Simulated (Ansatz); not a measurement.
A made-up structure of C$_{2}$H$_{7}$Si (charge +1), singlet:

```
10
angstrom
C -1.2237 0.5896 -0.5838
C 1.0207 -0.5894 0.9583
Si -0.0825 -0.1959 -0.5734
H -1.8409 0.6813 -1.4756
H -0.1383 1.1644 -0.8340
H -1.5824 1.0560 0.3317
H 0.2727 -0.7630 -1.8259
H 0.8201 -1.6240 1.0719
H 0.6535 0.0183 1.7453
H 2.0158 -0.3792 0.6599
```

It is relaxed with PBE-D4/def2-SVP and then PBE0-D4/def2-TZVP (Ansatz 0.2.0). Atoms count as bonded within 1.22 times the sum of their covalent radii (H–H: 0.88 Å). The end point is not checked to be a true minimum.

(1) Does its bonding change? (A judgement: the text doesn't fix the answer.)

Answers

(1) Computed: Yes. Formed: none; broken: Si3–H5.

Where it ends: The first stage lowers the energy by 5.92 eV in 21 steps. It ends as C₂H₇Si ([CH3][SiH][CH3]), total charge +1:
```
10
angstrom
C -1.1790 0.9436 -0.6744
C 1.0239 -0.7541 0.9610
Si 0.1735 -0.2597 -0.5628
H -2.0415 0.4706 -1.1626
H -0.8702 1.7592 -1.3432
H -1.4754 1.3527 0.2916
H 0.6190 -0.8921 -1.8197
H 0.8878 -1.8354 1.1027
H 0.6726 -0.2218 1.8450
H 2.1044 -0.6051 0.8366
```

Labels in which every atom is bracketed show which atoms are joined, not bond orders.

For scale, one of the runs: PBE0-D4/def2-TZVP relaxation, 141 basis functions, launched by `ansatz run in.yaml --threads 2 --pin off --events-out ev --progress --plain --max-ram 4352MiB`. Hardware: 2 CPU threads of an Arm Neoverse V1, shared host. Wall time about 31 s.
